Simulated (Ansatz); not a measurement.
**Ru (model structure, started from the beta-Sn type, I4₁/amd, No. 141, 2 atoms in the cell): properties by level of theory**

```tsv
level (code)	lattice parameter a (Å)	c axis length (Å)
PBE (Ansatz)	…	2.763
PBEsol (Ansatz)	4.691	2.713
PBE-D3(BJ) (Ansatz)	4.708	2.725
r²SCAN (Ansatz)	…	2.774
```

Q: Fill in the missing entries.

A: 
- PBE (Ansatz, a first-principles code), lattice parameter a (Å): 4.735
- r²SCAN (Ansatz), lattice parameter a (Å): 4.682

Ansatz's density-functional and Hartree–Fock values are scalar-relativistic unless marked +SOC, with PAW data made under PBE.

The computed numbers hold no vibrational or temperature effects.

A model structure was made by putting elements into a prototype or built by hand; it is no filed structure, need not be a known phase, and can be a saddle point held by its symmetry.
